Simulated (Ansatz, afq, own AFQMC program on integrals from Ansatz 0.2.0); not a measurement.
**Where AFQMC and coupled cluster stand for H₂O, singlet**

```json
{"atom": "O", "x (Å)": "0.0000", "y (Å)": "-0.1295", "z (Å)": "0.0000"}
{"atom": "H", "x (Å)": "0.0000", "y (Å)": "1.0280", "z (Å)": "-1.5102"}
{"atom": "H", "x (Å)": "0.0000", "y (Å)": "1.0280", "z (Å)": "1.5102"}
```

Basis 6-31G. Only valence electrons are correlated. AFQMC by an in-house program on the Cholesky factors that Ansatz 0.2.0 writes for its CCSD(T) run. The CISD trial takes its coefficients from CCSD amplitudes. Released means that phaseless walkers are propagated on without the constraint, phases kept. Error bars are statistical, one sigma.

Determinant: UHF, the one that the program's search chose, which needn't be the lowest solution. The geometry is a point of a scan.

Full CI on the same integrals is exact in this basis and with this determinant's frozen core.

Cautions: strong correlation (T1 0.087, weight of the determinant 0.67, largest double 0.25); unrestricted determinant spin contaminated (⟨S²⟩ 1.77 against 0.00); CCSD(T) is in doubt: in a space of 8 electrons in 8 natural orbitals full CI lies 180 meV below it; CCSDT(Q) is in doubt: in a space of 8 electrons in 8 natural orbitals full CI lies 132 meV below it; the released energies are still falling, so no released level is given (meV from the phaseless value at times in 1/Eh: -19 ± 7 at 0.24, -27 ± 5 at 0.51, -40 ± 7 at 0.99, -41 ± 10 at 1.62, -60 ± 11 at 2.40), though the last usable value meets full CI within the noise; CCSDTQ on the RHF determinant differs (26 meV lower), and it is the one that meets full CI.

- T1 diagnostic: 0.0870
- weight of the determinant in the CISD state: 0.675
- ⟨S²⟩ of the determinant: 1.767
- size of the correlated space: 8 electrons in 12 orbitals

Reference: full CI, correlation energy -2.723 eV. The cautions show a poor starting determinant, so the rows tell how each method copes with it here, and full CI is the sure value.

```tsv
level	E − E(reference) (kJ/mol)	share of correlation (%)
HF	262.8	0.00
MP2	111.7	57.49
CCSD	34.4	86.91
CCSD(T)	22.6	91.40
CCSDT	14.3	94.56
CCSDT(Q)	11.1	95.76
CCSDTQ	2.7	98.96
ph-AFQMC/CISD	5.9 ± 0.7	97.74
```

CCSDT and higher add their correlation energy to the determinant of the CCSD(T) run, since their own runs factorise the integrals more tightly (a shift of under 2 meV). A walk keeps the symmetry of its determinant, which the program's search chose and which needn't be the lowest solution, so a lower state of the same spin and another symmetry isn't excluded.
